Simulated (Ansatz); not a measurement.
# TlInSe2 (I4/mcm, No. 140): smallest direct gap on the k points sampled by level of theory

No measured value is used here.

| level (code) | value (eV) |
|---|---|
| LDA (Ansatz) | … |
| PBEsol (Ansatz) | 0.50 |
| B3LYP (VWN-RPA form) (Ansatz) | 1.61 |
| HSE06 (Ansatz) | 1.12 |
| PBE0 (Ansatz) | 1.73 |

Task: Complete the blanks.

Result: 
- LDA (Ansatz, an electronic-structure program), value (eV): 0.45

Computed values are for a static lattice. Levels without +SOC have no spin–orbit coupling; where heavier elements are present it shifts gaps, mostly down, and can invert bands.  Values are at the measured cell. Cutoffs and k meshes differ between the levels. Ansatz's density-functional and Hartree–Fock values are scalar-relativistic unless marked +SOC, with PAW data made under PBE.
